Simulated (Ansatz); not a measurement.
We consider rock-salt MgS, described by Hartree–Fock in Ansatz (PAW).

The input as run:

Ansatz 0.2 input:
```yaml
crystal:
  lattice:
    - [0.0, 2.6423620315, 2.6423620315]
    - [2.6423620315, 0.0, 2.6423620315]
    - [2.6423620315, 2.6423620315, 0.0]
  atoms:
    - { symbol: Mg, position: [0.0, 0.0, 0.0] }
    - { symbol: S, position: [0.5, 0.5, 0.5] }
basis:
  ecutwfc: 460
  ecutrho_ratio: 4
  xc_grid: 2
kpoints:
  mp_grid: { grid: [8, 8, 8] }
hamiltonian:
  xc: hf
  dispersion: none
  pseudopotentials: { kind: paw }
scf:
  occupations: { method: fermi_dirac, width: 0.01 }
  convergence: { dr2_threshold: 0.0000000002 }
output:
  forces: true
  stress: true
  eigenvalues: true
```

The run printed, among other lines:

```
WARN output.stress: scf.exx.energy_threshold = 1e-6 eV is looser than the 2e-8 eV advised for a stress under a hybrid functional (1e-8 eV for each atom of the …
Crystal: 2 atoms, lattice volume = 36.898 Å³
Basis set: ecut = 460 eV, 869 PW (Γ), exchange–correlation on 54×54×54 points (8 copies of the dense FFT grid, shifted against one another)
Bands: 12, of which v1, the nominal top of the filled ones, is band 8 counted from 1 (7 counted from 0)
Symmetry: 48 space group operations
Space group: Fm-3m (ITA 225), of the structure as read, at distance tolerance 3.3e-5 Å
k-points: 29 of 512
Functional: x = pbe(κ = 0.804, μ = 0.2195149727645171), c = none, warm-up for x = 0 pbe(κ = 0.804, μ = 0.2195149727645171) + 1 exact, c = none
SCF iter   1: F=—  HF=-2799.321413 eV  |F-HF|=—  |Δ(HF+E_count)|=         —  Δρ=4.55e-3  dr2=7.82e-3
SCF iter   2: F=-2799.318765 eV  HF=-2799.318588 eV  |F-HF|=1.77e-4  |Δ(HF+E_count)|=   2.82e-3  Δρ=1.24e-3  dr2=3.44e-4
Crystal: 2 atoms, lattice volume = 36.898 Å³
Initial density: handed on by an earlier stage of this run
Functional: x = 0 pbe(κ = 0.804, μ = 0.2195149727645171) + 1 exact, c = none
  ...
Crystal: 2 atoms, lattice volume = 36.898 Å³
Crystal: 2 atoms, lattice volume = 36.898 Å³
Crystal: 2 atoms, lattice volume = 36.898 Å³
SCF iter   3: F=—  HF=-2805.145053 eV  |F-HF|=—  |Δ(HF+E_count)|=   2.57e-9  Δρ=1.33e-6  dr2=7.82e-10
SCF iter   4: F=-2805.145053 eV  HF=-2805.145053 eV  |F-HF|=4.46e-11  |Δ(HF+E_count)|=  3.32e-10  Δρ=3.34e-7  dr2=3.72e-11
SCF 5 converged in 4 iterations: F = -2805.145053 eV  dr2 = 3.72e-11
Free energy (F): -2805.145053 eV
Internal energy: -2805.145053 eV  (E = F + TS)
E sigma→0 (E₀):  -2805.145053 eV
Fermi energy:    7.970250 eV
--- Forces (eV/Å), atoms counted from 1 ---
  atom   1  Mg     0.00000000    -0.00000000     0.00000000
  atom   2  S      0.00000000    -0.00000000     0.00000000
--- Stress (GPa, compression-positive) ---
       -0.007110       0.000000       0.000000
       -0.000000      -0.007110       0.000000
        0.000000      -0.000000      -0.007110
  P = ⅓ Tr σ = -0.0071 GPa (-0.071 kbar)
```

The PAW data were made under PBE.

Ansatz is a program for electronic structure.
